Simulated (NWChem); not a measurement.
## Correlation energy of nitrogen trifluoride (F3N)

```
N
F 1 1.3680
F 1 1.3681 2 102.35
F 1 1.3681 2 102.35 3 105.78
```
Charge 0, spin multiplicity 1.

The numbers come from NWChem runs, not from measurements. The geometry was optimised at B3LYP/def2-SVP, a minimum by its harmonic frequencies.

Basis set: 6-31G*. Each correlation energy counts from its own Hartree-Fock reference.

The correlated methods keep 4 core orbitals frozen. The Pople sets run with spherical d functions. No row is a measurement; the coupled-cluster row has its own basis-set and correlation limits.

Q: Order these methods by the correlation energy they give, lowest first: CR-CCSD(T), SCS-MP2, CCSD, CR-CCSD[T], MP2.

A: CR-CCSD[T] (-710.4 mHa), CR-CCSD(T) (-708.5 mHa), CCSD (-693.8 mHa), MP2 (-684.7 mHa), SCS-MP2 (-657.2 mHa)
